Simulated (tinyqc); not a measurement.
Extended Hueckel theory, for NH3, step by step. One step of it, computed by the program tinyqc.

Task: Orbitals. Solve H C = S C e through S^(-1/2); fill by pairs from the bottom, a degenerate level sharing its electrons equally; each orbital has its largest coefficient positive (the first on a tie).

H (eV):
```
             1N 2s      1N 2px      1N 2py      1N 2pz       2H 1s       3H 1s       4H 1s
1N 2s   -26.000000    0.000000    0.000000    0.000000  -16.909356  -16.919925  -16.919925
1N 2px    0.000000  -13.400000    0.000000    0.000000  -10.155188    5.082043    5.082043
1N 2py    0.000000    0.000000  -13.400000    0.000000    0.000000   -8.796249    8.796249
1N 2pz    0.000000    0.000000    0.000000  -13.400000    2.859432    2.861938    2.861938
2H 1s   -16.909356  -10.155188    0.000000    2.859432  -13.600000   -4.195313   -4.195313
3H 1s   -16.919925    5.082043   -8.796249    2.861938   -4.195313  -13.600000   -4.201168
4H 1s   -16.919925    5.082043    8.796249    2.861938   -4.195313   -4.201168  -13.600000
```

overlap S:
```
           1N 2s     1N 2px     1N 2py     1N 2pz      2H 1s      3H 1s      4H 1s
1N 2s   1.000000   0.000000   0.000000   0.000000   0.488005   0.488310   0.488310
1N 2px  0.000000   1.000000   0.000000   0.000000   0.429849  -0.215113  -0.215113
1N 2py  0.000000   0.000000   1.000000   0.000000   0.000000   0.372328  -0.372328
1N 2pz  0.000000   0.000000   0.000000   1.000000  -0.121034  -0.121140  -0.121140
2H 1s   0.488005   0.429849   0.000000  -0.121034   1.000000   0.176274   0.176274
3H 1s   0.488310  -0.215113   0.372328  -0.121140   0.176274   1.000000   0.176520
4H 1s   0.488310  -0.215113  -0.372328  -0.121140   0.176274   0.176520   1.000000
```

valence electrons = 8

Give: orbital energies; occupations; coefficients; sum of one-electron energies.

Result:

orbital energies (eV): -27.9991  -16.6024  -16.6015  -13.6014  3.1668  3.1764  19.8131

occupations: 2.0000  2.0000  2.0000  2.0000  0.0000  0.0000  0.0000

coefficients:
```
           MO1      MO2      MO3      MO4      MO5      MO6      MO7
1N 2s   0.7518   0.0001   0.0000   0.1342   0.0012   0.0000   1.2733
1N 2px  0.0000   0.6287   0.0000  -0.0001   1.0546   0.0000  -0.0018
1N 2py  0.0000   0.0000   0.6289   0.0000   0.0000   1.0546   0.0000
1N 2pz  0.0168   0.0001   0.0000   0.9763  -0.0003   0.0000  -0.3475
2H 1s   0.1542   0.4446   0.0000  -0.0540  -1.0119   0.0000  -0.7296
3H 1s   0.1543  -0.2222   0.3849  -0.0540   0.5047  -0.8759  -0.7321
4H 1s   0.1543  -0.2222  -0.3849  -0.0540   0.5047   0.8759  -0.7321
```

sum of one-electron energies = -149.6086 eV
